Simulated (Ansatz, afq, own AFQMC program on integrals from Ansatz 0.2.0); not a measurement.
AFQMC on a folder of integrals that Ansatz 0.2.0 wrote.

```yaml
crystal:
  periodic: [false, false, false]
  atoms:
    - {symbol: Ge, position_ang: [0.000000, 0.016763, 1.221757]}
    - {symbol: Ge, position_ang: [0.000000, -0.036285, -1.277289]}
    - {symbol: H, position_ang: [0.000000, 1.387006, 1.925829]}
    - {symbol: H, position_ang: [1.233110, -0.766974, 1.725729]}
    - {symbol: H, position_ang: [-1.233110, -0.766974, 1.725729]}
    - {symbol: H, position_ang: [0.000000, 1.553826, -1.375198]}
basis:
  gaussian: {orbitals: 6-31G}
magnetization: {spin_polarized: true, initial_magnetization: 0}
correlation: {method: ccsd_t, electrons: outside_noble_gas, hamiltonian_folder: ham}
```

```sh
$ ansatz run in.yaml --threads 1 --pin off --events-out ev --progress --plain --max-ram 1382MiB
```

Options of the walk:

```
--method free --trial cisd --walkers 60 --time-step 0.03 --max-blocks 80 --target-error 0.00042 --factor-cut 1e-05 --seed 4267 --times 0,0.21,0.42,0.81,1.2,1.8,2.4,3 --taylor-order 8
```

Times are imaginary, in 1/Eh. The walk had a cap of 594 s. Filled inner d shells are frozen with the cores.

Log:

```
orbitals 38  electrons 6 6  factors 335 of 628
reference energy -4152.31449548 Eh
CCSD correlation -0.13270336 Eh in 10 cycles, weight of the determinant in the CISD state 0.8904
repeat  energy at the last time / Eh  error
    10  -4152.450031  0.000274
    20  -4152.450082  0.000306
    30  -4152.450031  0.000244
time / (1/Eh)  energy / Eh  error  mean overlap
  0.00  -4152.447046  0.000111  1.1214
  0.21  -4152.448014  0.000109  1.1239
  0.42  -4152.448671  0.000124  1.1276
  0.81  -4152.449225  0.000139  1.1338
  1.20  -4152.449574  0.000169  1.1456
  1.80  -4152.449790  0.000162  1.1501
  2.40  -4152.450045  0.000220  1.1380
  3.00  -4152.449978  0.000240  1.1384
energy -4152.449978 +/- 0.000240 Eh
```

The run passed its tests (error under three times the target), which doesn't prove that it has relaxed.

Against this walk (error 6.5 meV) on the same determinant: CCSD(T) 15.2 meV higher. The error is statistical, and a free projection of finite length keeps a remainder of its start. None of these is a sure reference here.

Cautions: remainder of the start not in the error; no relativity below Rb; no spin-orbit coupling; inner d shell frozen; an unrestricted solution with more broken spin lies lower (19 meV, ⟨S²⟩ 0.21), while this determinant keeps restricted orbitals.

The walk took 3.8 min on 1 thread of Intel(R) Xeon(R) Platinum 8259CL CPU @ 2.50GHz (Skylake/Cascade Lake), on a shared host. The log's last line is the free-projection energy.

A walk keeps the symmetry of its determinant, which the program's search chose and which needn't be the lowest solution, so a lower state of the same spin and another symmetry isn't excluded.
